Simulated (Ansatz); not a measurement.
A Zr$_{11}$Cu$_{2}$Pt$_{3}$ cell: elements on a bcc lattice, relaxed.

```yaml
crystal:
  lattice:
    - [7.42636, 0.48304, 0.17879]
    - [0.48304, 7.54339, 0.56777]
    - [0.17879, 0.56777, 5.80720]
  atoms:
    - { symbol: Cu, position: [0.82380, 0.25956, 0.66276] }
    - { symbol: Cu, position: [0.70964, 0.60062, 0.78817] }
    - { symbol: Zr, position: [0.56877, 0.07255, 0.96724] }
    - { symbol: Zr, position: [0.06377, 0.58404, 0.95908] }
    - { symbol: Zr, position: [0.91482, 0.92859, 0.55461] }
    - { symbol: Zr, position: [0.19961, 0.20588, 0.31170] }
    - { symbol: Zr, position: [0.80124, 0.30906, 0.15630] }
    - { symbol: Zr, position: [0.00902, 0.54156, 0.48369] }
    - { symbol: Zr, position: [0.29113, 0.82003, 0.20072] }
    - { symbol: Zr, position: [0.18177, 0.19357, 0.81840] }
    - { symbol: Zr, position: [0.46344, 0.44150, 0.57525] }
    - { symbol: Zr, position: [0.68372, 0.71288, 0.24158] }
    - { symbol: Zr, position: [0.36203, 0.82810, 0.68537] }
    - { symbol: Pt, position: [0.95383, 0.95039, 0.03991] }
    - { symbol: Pt, position: [0.42695, 0.46521, 0.06886] }
    - { symbol: Pt, position: [0.55357, 0.10186, 0.47027] }
```

These are results of DFT PBE, scalar-relativistic, plane waves, PAW (Ansatz 0.2.0), not measurements.

Cutoff 420 eV; k points 5×5×5 on the computed 16-atom cell (Γ-centred); Gaussian smearing, width 0.10 eV; no spin polarisation.

**Question.** Describe its local order.

**Answer.** Counting as bonded all pairs within 1.3 times the summed covalent radii:

```csv
atom → neighbour,mean count,mean length (Å),spread (Å)
Cu → Cu,1.00,2.82,0.00
Cu → Pt,1.50,2.88,0.10
Cu → Zr,9.50,3.08,0.39
Pt → Cu,1.00,2.88,0.10
Pt → Pt,0.67,3.37,0.00
Pt → Zr,10.67,3.09,0.32
Zr → Cu,1.73,3.08,0.39
Zr → Pt,2.91,3.09,0.32
Zr → Zr,10.73,3.39,0.42
```

Angles between all pairs of such bonds at an atom (mean ± spread): 97 ± 34° at Cu, 97 ± 34° at Pt, 95 ± 36° at Zr.

**Question.** Does it have a gap?

**Answer.** It has no gap on the mesh. Levels at Γ next to the Fermi level (eV from it): -0.59, -0.45, -0.42, -0.32, -0.21, -0.11, 0.14, 0.23, 0.49, 0.54, 0.83, 0.86. It lies 0.38 eV/atom below the elements' standard states (static lattices, no corrections for gases).

The final mesh leaves forces up to 0.34 eV/Å and stresses up to 1.1 GPa: the relaxation ran on a coarser mesh, so the cell's shape, its bonds and its energy belong partly to that mesh.

The relaxation stopped before its thresholds.

Spin-orbit coupling is left out, which matters for the bands of heavy elements.

Cost: 2 runs of about 15 core-minutes in all (earlier runs that led there not counted), on Intel Xeon 6975P-C (Granite Rapids) (shared hosts).